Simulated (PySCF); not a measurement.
Ethoxyacetonitrile, C₄H₇NO.
Cartesian coordinates in Å at the PBE0-D3(BJ)/def2-SVP level; atoms count from 1:
```xyz
13
C4H7NO angstrom
C      2.0017    0.2319   -0.1822
C      0.9095    1.0393    0.4898
O     -0.1644    0.2587    0.9764
C     -0.9563   -0.3493    0.0136
C     -1.6469    0.6094   -0.8701
N     -2.1673    1.3767   -1.5623
H      2.8481    0.8886   -0.4323
H      2.3673   -0.5622    0.4862
H      1.6671   -0.2319   -1.1227
H      1.3063    1.5496    1.3791
H      0.5283    1.8236   -0.1924
H     -1.7206   -0.9391    0.5419
H     -0.3948   -1.0513   -0.6332
```

Method: TDDFT PBE0/def2-SVPD, vertical, gas phase, core orbitals frozen in the response (PySCF).

Kohn–Sham orbitals with the atoms that hold most of them (Löwdin shares over 4%, at most four atoms; ? is withheld):

| orbital | ε (eV) | atoms |
| --- | --- | --- |
| LUMO+2 | 0.70 | N6 34%, C5 30%, C4 14%, H12 8% |
| LUMO+1 | 0.44 | C5 20%, H13 14%, C4 13%, C1 13% |
| LUMO | ? | N6 29%, C5 24%, C4 14%, O3 11% |
| HOMO | -8.42 | ? |
| HOMO-1 | -9.29 | ? |
| HOMO-2 | -9.89 | N6 42%, C5 32%, O3 8%, C4 5% |
| HOMO-3 | -10.03 | N6 34%, C5 28%, C2 8%, C1 7% |

Question: Give the leading atoms of the HOMO.

Answer: O3 (bonded to 2 C) 58%; C2 (bonded to C, O and 2 H) 10%; C1 (bonded to C and 3 H) 9%; C4 (bonded to C, O and 2 H) 7%. By element: oxygen 58%, carbon 26% or more.

Question: Give the leading atoms of the HOMO-1.

Answer: O3 (bonded to 2 C) 24%; N6 (bonded to C) 21%; C5 (bonded to C and N) 14%; C2 (bonded to C, O and 2 H) 11%. By element: carbon 25% or more, oxygen 24%, nitrogen 21%.

Question: What is the LUMO energy, and the HOMO–LUMO gap?

Answer: ε(LUMO) = 0.04 eV; the gap is 8.45 eV (0.3106 hartree).

Question: The HOMO–LUMO gap is 8.45 eV. Where does the response calculation put the lowest singlet, and from which orbitals?

Answer: S1 is at 6.94 eV (f = 0.0017), 1.51 eV below the gap, made of HOMO→LUMO (95%). 

Question: Give energy, strength and leading configuration of S1 and S3, and follow the Löwdin shares of the leading atoms from the occupied to the empty orbital.

Answer: 
- S1 (6.94 eV, f 0.0017), HOMO→LUMO (95%): O3 58% → 11%, C2 10% → at most 12%, N6 at most 8% → 29%, C5 at most 8% → 24%
- S3 (7.65 eV, f 0.014), HOMO→LUMO+1 (92%): O3 58% → at most 13%, C2 10% → at most 13%, C5 at most 8% → 20%, H13 at most 8% → 14%

Löwdin shares depend on the basis, the more so with diffuse functions.

One conformer stands for the species.
